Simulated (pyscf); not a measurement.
PySCF, gas phase, ωB97X-D3(BJ)/def2-SVP geometries.

H₃C–Al(CH₃)–Cl (SMILES [CH3][Al]([CH3])[Cl]) + HCl (SMILES Cl) → CH₄ (SMILES C) + H₃C–Al(Cl)–Cl (SMILES [CH3][Al]([Cl])[Cl])
Surface: singlet. Broken: Al–C, Cl–H. Formed: C–H, Al–Cl. Give ΔE‡ and ΔE from ωB97M-D3(BJ)/def2-TZVP, relative to the separated reactants.

ΔE‡ = 2.3 kcal/mol, ΔE = -40.3 kcal/mol. Zero-point energy shifts the barrier by +0.6 kcal/mol. It is a four-centre exchange, with an imaginary mode of 736i cm⁻¹. On the reactant side the descent ends in an adduct with a Al–Cl contact, 9.9 kcal/mol under the separated species and 9.7 kcal/mol under the saddle at ωB97X-D3(BJ)/def2-TZVP. On the product side the descent ends in a complex, 4.1 kcal/mol under the separated species and 45.6 kcal/mol under the saddle at ωB97X-D3(BJ)/def2-TZVP. What is counted as formed (Al–Cl) is already present as a longer contact in the reactant adduct; forming that adduct is a step of its own. At ωB97X-D3(BJ) the barrier from the zero used here is -0.2 kcal/mol. This is the saddle that the search found; another between the same sides may lie lower.
